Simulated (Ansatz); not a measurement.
Basis-set extrapolation for C₂H₃FN₂, SMILES `FC1N=CN1` (PBE0-D4/def2-TZVP geometry, frozen core, Ansatz). Multiplicity 1, RHF reference.

```
                      def2-TZVPP   def2-QZVPP
                 HF  -285.871765  -285.884419
    MP2 correlation    -0.962239    -1.035082
CCSD(T) correlation    -1.018980      not run
```

Energies in hartree. Use E(X) = E(∞) + A·exp(−7.88·√X) for Hartree–Fock and E(X) = E(∞) + B·X^(−2.97) for correlation, with X = 3 and 4, and add CCSD(T) minus MP2 of the smaller set to the MP2 limit.

Task: What is the CCSD(T) energy at the basis-set limit?

Result: HF limit: -285.884419 + (-0.012654) × 0.13774 = -285.88616. MP2 limit: -1.035082 + (-0.072843) × 0.74074 = -1.08904. Higher-order term: -1.018980 − (-0.962239) = -0.05674. Total: -287.03194 hartree, 88.6 kcal/mol below CCSD(T)/def2-TZVPP.
